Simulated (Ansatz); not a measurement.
For 1T (CdI2-type) TiSe2 (undistorted form, which takes a superstructure on cooling), PBEsol-D3(BJ) (PAW; Ansatz, an electronic-structure program) gives:

- lattice constant a: 3.412 Å
- lattice parameter c: 5.695 Å

**Question.** What does HSE06-D3(BJ) (Ansatz, plane waves, PAW) give for the same quantities?

**Answer.** 
- lattice constant a: 3.474 Å (increases by 1.8 %)
- lattice parameter c: 5.792 Å (goes up by 1.7 %)

For comparison: lattice constant a 3.536 Å (measured, temperature not stated, not corrected to a static lattice; as tabulated in Björkman (2014), arXiv:1406.2436); lattice parameter c 5.996 Å (measured, temperature not stated, zero-point anharmonic expansion removed (computed with revB86b-DF2); no thermal correction; as tabulated in Björkman (2014), arXiv:1406.2436).

Changes are worked out from the printed values.

Unless a cell is named, each level is at its own relaxed cell (PBEsol-D3(BJ) 19.13, HSE06-D3(BJ) 20.18 Å³/atom).

Caveats: exact exchange on metals is sensitive to the k mesh and can open a false gap (HSE06-D3(BJ)); the run warned that the count of filled bands differs between k points (HSE06-D3(BJ)). Ansatz's density-functional and Hartree–Fock values are scalar-relativistic unless marked +SOC, with PAW data made under PBE.
